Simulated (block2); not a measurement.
**DMRG/ANO-RCC-MB run of NOF (nitrosyl fluoride)**

What is the vertical ionisation energy of NOF (nitrosyl fluoride) at DMRG/ANO-RCC-MB? 

Program for the calculation: block2 0.5.4.

2 further runs of the same task are left out: 2 set aside as unsound or not needed. Runs told in other sessions of the task aren't counted.

**1. The structure to begin with**

The species is NOF (3 atoms), meant as a singlet with charge 0. As SMILES, `O=NF`. The shape is that of a PBE0-D4/def2-TZVP optimisation.

Bond lengths: O1–N2 1.127 Å, N2–F3 1.483 Å. Angles: O1–N2–F3 110.4°.

**2. A single-point energy at DMRG/ANO-RCC-MB**

Contents of prepare.py:

```python
from pyscf import ao2mo, cc, dft, gto, mcscf, mp, scf
from pyscf.tools import fcidump

mol = gto.M(atom="""
O      0.868350     0.242970     0.504740
N      0.148930    -0.482540     0.029910
F     -1.017290     0.239580    -0.534650
""", basis="ano-rcc-mb", charge=0, verbose=3, max_memory=2000)
print("nao = %d" % (mol.nao))
mf = scf.RHF(mol)
mf.conv_tol = 1e-10
mf.max_cycle = 200
mf.kernel()
if not mf.converged:
    mf = mf.newton().run(mf.mo_coeff, mf.mo_occ)
print(f"E(SCF) = {mf.e_tot:.10f}")
# single-reference ladder for comparison
ref = mf
pt = mp.MP2(ref, frozen=3).run()
mycc = cc.CCSD(ref, frozen=3)
mycc.max_cycle = 150
mycc.kernel()
print(f"E(MP2) = {pt.e_tot:.10f}")
if mycc.converged:
    print("CCSD total energy = %.10f" % (mycc.e_tot))
    print(f"E(CCSD(T)) = {mycc.e_tot + mycc.ccsd_t():.10f}")
    print("T1 = %.4f" % (mycc.get_t1_diagnostic()))
# a few density functionals on the same geometry and basis
ks = dft.RKS(mol, xc="tpss").set(conv_tol=1e-9, verbose=3).run()
if ks.converged:
    print("E(TPSS) = %.8f" % (ks.e_tot))
ks = dft.RKS(mol, xc="hse06").set(conv_tol=1e-9, verbose=3).run()
if ks.converged:
    print("E(HSE06) = %.8f" % (ks.e_tot))
ks = dft.RKS(mol, xc="bhandhlyp").set(conv_tol=1e-9, verbose=3).run()
if ks.converged:
    print(f"E(BHLYP) = {ks.e_tot:.8f}")
ks = dft.RKS(mol, xc="blyp").set(conv_tol=1e-9, verbose=3).run()
if ks.converged:
    print(f"E(BLYP) = {ks.e_tot:.8f}")
ks = dft.RKS(mol, xc="camb3lyp").set(conv_tol=1e-9, verbose=3).run()
if ks.converged:
    print("E(CAM-B3LYP) = %.8f" % (ks.e_tot))
# write the integrals of the correlated orbitals
cas = mcscf.CASCI(mf, 12, 18)
h1, ecore = cas.get_h1eff()
fcidump.from_integrals("FCIDUMP", h1, cas.get_h2eff(), 12, 18, nuc=ecore, ms=0)
# exact diagonalisation in the same space
ci = mcscf.CASCI(mf, 12, (9, 9))
ci.fix_spin_(ss=0)
ci.fcisolver.conv_tol = 1e-10
ci.fcisolver.max_cycle = 200
ci.kernel()
print(f"E(FCI) = {ci.e_tot:.10f}")
```

Contents of dmrg.conf:

```
sym c1
orbitals FCIDUMP
nelec 18
spin 0
irrep 1
occ 2 2 2 2 2 2 2 2 2 0 0 0
cbias 0.2
schedule
0 12 1E-07 1E-03
2 25 1E-07 1E-04
5 50 1E-07 1E-04
8 100 1E-07 1E-05
11 100 1E-08 0.0
end
maxiter 17
sweep_tol 1E-07
fiedler
mem 1g
num_thrds 1
prefix ./tmp
outputlevel 1
onepdm
```

The run is started by

```console
python prepare.py && block2main dmrg.conf
```

What it wrote:

```text
$ python prepare.py
nao = 15
converged SCF energy = -228.410837236632
E(SCF) = -228.4108372366
E(RMP2) = -228.549864880526  E_corr = -0.139027643893947
E(SCS-RMP2) = -228.552965215007  E_corr = -0.14212797837472
E(CCSD) = -228.5731894500227  E_corr = -0.1623522133903275
E(MP2) = -228.5498648805
CCSD total energy = -228.5731894500
CCSD(T) correction = -0.00760299337628254
E(CCSD(T)) = -228.5807924434
T1 = 0.0193
converged SCF energy = -229.578141338288
E(TPSS) = -229.57814134
converged SCF energy = -229.320264013264
E(HSE06) = -229.32026401
converged SCF energy = -229.403529062663
E(BHLYP) = -229.40352906
converged SCF energy = -229.535806222761
E(BLYP) = -229.53580622
converged SCF energy = -229.460792923704
E(CAM-B3LYP) = -229.46079292
CASCI E = -228.584022454098  E(CI) = -86.1805612103551  S^2 = 0.0000000
E(FCI) = -228.5840224541

$ block2main dmrg.conf

[... 34 lines left out ...]
integral sym error =            0
[... 51 lines left out ...]
Final canonical form =  CRRRRRRRRRRR 0
DMRG Energy = -228.584022406216093
[... 17 lines left out ...]
Expectation | Direction =  forward | BRA bond dimension =  100 | KET bond dimension =  100
Time elapsed =      0.043
NPDM Sorting | Nsites =    12 | Nmaxops =  2 | DotSite = 2 | SymbolFree = T | Compressed = T | LowMem = F | Mem = 1.12 KB
Ttotal =      0.000

DMRG OCC =   1.993 1.996 1.987 1.975 1.982 1.945 1.994 1.950 1.908 0.117 0.129 0.027
```

It took 17 s on 1 thread of Arm Neoverse V2, shared host; peak memory 0.19 GiB.

**3. The doublet cation: the energy at DMRG/ANO-RCC-MB**

Contents of make_fcidump.py:

```python
from pyscf import ao2mo, cc, dft, gto, mcscf, mp, scf
from pyscf.tools import fcidump

geom = """
O      0.868350     0.242970     0.504740
N      0.148930    -0.482540     0.029910
F     -1.017290     0.239580    -0.534650
"""
mol = gto.M(
    atom=geom,
    basis="ano-rcc-mb",
    charge=1,
    spin=1,
    verbose=3,
    max_memory=2000,
)
print("nao: %d" % (mol.nao))
mf = scf.ROHF(mol)
mf.conv_tol = 1e-10
mf.max_cycle = 200
mf.kernel()
if not mf.converged:
    mf = mf.newton().run(mf.mo_coeff, mf.mo_occ)
print("reference energy: %.10f" % (mf.e_tot))
# single-reference ladder for comparison
ref = scf.UHF(mol).run(mf.make_rdm1(), conv_tol=1e-10)
pt = mp.MP2(ref, frozen=3).run()
mycc = cc.CCSD(ref, frozen=3)
mycc.max_cycle = 150
mycc.kernel()
print("MP2 total energy: %.10f" % (pt.e_tot))
if mycc.converged:
    print(f"E(CCSD): {mycc.e_tot:.10f}")
    print(f"E(CCSD(T)): {mycc.e_tot + mycc.ccsd_t():.10f}")
# a few density functionals on the same geometry and basis
ks = dft.UKS(mol, xc="tpss").set(conv_tol=1e-9, verbose=3).run(mf.make_rdm1())
if ks.converged:
    print("E(TPSS): %.8f" % (ks.e_tot))
ks = dft.UKS(mol, xc="hse06").set(conv_tol=1e-9, verbose=3).run(mf.make_rdm1())
if ks.converged:
    print(f"E(HSE06): {ks.e_tot:.8f}")
ks = dft.UKS(mol, xc="bhandhlyp").set(conv_tol=1e-9, verbose=3).run(mf.make_rdm1())
if ks.converged:
    print(f"E(BHLYP): {ks.e_tot:.8f}")
ks = dft.UKS(mol, xc="blyp").set(conv_tol=1e-9, verbose=3).run(mf.make_rdm1())
if ks.converged:
    print(f"E(BLYP): {ks.e_tot:.8f}")
ks = dft.UKS(mol, xc="camb3lyp").set(conv_tol=1e-9, verbose=3).run(mf.make_rdm1())
if ks.converged:
    print(f"E(CAM-B3LYP): {ks.e_tot:.8f}")
# natural orbitals of MP2 give a compact matrix product state
occ_no, mo = mcscf.addons.make_natural_orbitals(mp.MP2(mf.to_uhf(), frozen=3).run())
mf.mo_coeff = mo
# FCIDUMP for the DMRG program
cas = mcscf.CASCI(mf, 12, 17)
h1, ecore = cas.get_h1eff()
fcidump.from_integrals("FCIDUMP", h1, cas.get_h2eff(), 12, 17, nuc=ecore, ms=1)
# FCI check
ci = mcscf.CASCI(mf, 12, (9, 8))
ci.fix_spin_(ss=0.75)
ci.fcisolver.conv_tol = 1e-10
ci.fcisolver.max_cycle = 200
ci.kernel()
print(f"exact diagonalisation: {ci.e_tot:.10f}")
```

Contents of input.conf:

```
sym c1
orbitals FCIDUMP
nelec 17
spin 1
irrep 1
occ 2 2 2 2 2 2 2 2 1 0 0 0
cbias 0.2
schedule
0 25 1E-07 1E-04
3 50 1E-07 1E-04
7 100 1E-07 1E-05
10 100 1E-08 0.0
end
maxiter 16
sweep_tol 1E-06
gaopt default
mem 2g
num_thrds 1
prefix ./tmp
outputlevel 1
```

The run is started by

```console
python make_fcidump.py && block2main input.conf
```

What it wrote:

```text
$ python make_fcidump.py
[... 1 line left out ...]
SCF not converged.
[... 1 line left out ...]
converged SCF energy = -227.87641648271
[... 1 line left out ...]
SCF not converged.
[... 4 lines left out ...]
MP2 total energy: -228.0260241693
[... 5 lines left out ...]
converged SCF energy = -228.753715331445  <S^2> = 0.76963265  2S+1 = 2.0195372
[... 3 lines left out ...]
converged SCF energy = -228.974815907671  <S^2> = 0.75474838  2S+1 = 2.0047428
[... 42 lines left out ...]
integral sym error =            0
[... 33 lines left out ...]
Sweep =    6 | Direction =  forward | Bond dimension =   50 | Noise =  1.00e-04 | Dav threshold =  1.00e-07
Time elapsed =      2.294 | E =    -228.0821944806 | DE = -1.19e-06 | DW = 1.66477e-04

Sweep =    7 | Direction = backward | Bond dimension =  100 | Noise =  1.00e-05 | Dav threshold =  1.00e-07
Time elapsed =      3.110 | E =    -228.0825386978 | DE = -3.44e-04 | DW = 1.24907e-05

Sweep =    8 | Direction =  forward | Bond dimension =  100 | Noise =  1.00e-05 | Dav threshold =  1.00e-07
Time elapsed =      4.334 | E =    -228.0826282157 | DE = -8.95e-05 | DW = 1.78905e-05

Sweep =    9 | Direction = backward | Bond dimension =  100 | Noise =  1.00e-05 | Dav threshold =  1.00e-07
Time elapsed =      5.406 | E =    -228.0826718855 | DE = -4.37e-05 | DW = 1.62519e-05

Sweep =   10 | Direction =  forward | Bond dimension =  100 | Noise =  0.00e+00 | Dav threshold =  1.00e-08
Time elapsed =      6.607 | E =    -228.0826745741 | DE = -2.69e-06 | DW = 1.73514e-05

Sweep =   11 | Direction = backward | Bond dimension =  100 | Noise =  0.00e+00 | Dav threshold =  1.00e-08
Time elapsed =      7.756 | E =    -228.0826751126 | DE = -5.39e-07 | DW = 1.52030e-05

Final canonical form =  CRRRRRRRRRRR 0
DMRG Energy = -228.082675112620137
```

It took 35 s on 1 thread of Arm Neoverse V2, shared host; peak memory 0.2 GiB.

**4. What came out**

At DMRG/ANO-RCC-MB, 3 core orbitals frozen:

```
                                              quantity          value
                  run 1, DMRG/ANO-RCC-MB: total energy  -228.58402 Eh
run 1, DMRG/ANO-RCC-MB: T1 diagnostic of the CCSD step          0.019
                          doublet cation: total energy  -228.08268 Eh
    vertical ionisation energy (to the doublet cation)      13.642 eV
```

**Reading.** Removing an electron at fixed nuclei costs 13.64 eV (1316 kJ/mol). In a minimal basis such a difference can be off by several eV, whatever the method. The basis (run 1, DMRG/ANO-RCC-MB) was made for a relativistic Hamiltonian, but the run is non-relativistic. The basis (doublet cation) was made for a relativistic Hamiltonian, but the run is non-relativistic.
